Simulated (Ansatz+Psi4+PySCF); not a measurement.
Values are calculated unless marked as measured or tabulated.
Input for Psi4 1.11:

```
molecule {
2 3
H 0.000000 0.000000 0.000000
Cl -0.358300 -1.373400 0.342300
}

basis {
assign Cl cc-pV(T+d)Z
assign H cc-pVTZ
}
set reference uhf
set scf_type pk
energy('scf')
```

The input is written out from the run's settings.

Results

* Converged: yes
* Total energy: -458.89055 hartree
* Spin squared of the determinant: 2.018
* Occupied orbitals by symmetry in an Abelian subgroup (alpha; beta): 5 A1 2 B1 2 B2; 5 A1 1 B1 1 B2

Caution: other spin multiplicities were not run.
